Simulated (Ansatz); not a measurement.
This geometry of FH$_{2}$OSi (5 atoms, charge 0, multiplicity 2) is a first-order saddle point.

Level of theory: UKS r2SCANh-D4/def2-SVP (Ansatz 0.2.0).

```xyz
5
Properties=species:S:1:pos:R:3
O -0.987 -0.699 0.211
Si 0.394 0.203 0.164
F 0.199 1.786 -0.143
H -1.347 -0.992 -0.631
H 1.741 -0.297 0.399
```

Q: Which two structures does it join? (They come from a converged band through this point; their orientation in space is the band's.)

A: No bond is made or broken. The height of Si2 over the plane of its neighbours goes from 0.57 to -0.57 Å. The two ends are copies of one structure, up to a mirror image or an exchange of like atoms.

Image 0:

```xyz
5
Properties=species:S:1:pos:R:3
O -0.622 -0.897 -0.277
Si 0.292 0.242 0.497
F 0.201 1.664 -0.291
H -1.572 -0.761 -0.338
H 1.700 -0.247 0.410
```

Image 8:

```xyz
5
Properties=species:S:1:pos:R:3
O -0.730 -0.852 0.082
Si 0.531 0.147 -0.296
F 0.120 1.697 -0.016
H -1.547 -0.774 -0.419
H 1.626 -0.218 0.649
```

Q: How far does it lie above each of them?

A: 118.0 kJ/mol above the first and 118.0 kJ/mol above the second. This is the barrier of this one path; another mechanism may lie lower.

Run time: 16 min on 1 thread of Arm Neoverse V1, with other jobs on the host, peak memory 0.16 GiB.
